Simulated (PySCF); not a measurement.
COS, SMILES S=C=O. Coordinates come from a B3LYP-D3(BJ)/def2-TZVP optimisation.

Computed equilibrium geometry at B3LYP-D3(BJ)/def2-TZVP (PySCF confirms it by a frequency run) as bond lengths and angles, and its point group:
point group C∞v.
Atoms: O1 C2 S3. Bonds (Å): O1–C2 1.155, C2–S3 1.562. Bond angles (°): O1–C2–S3 180.0.
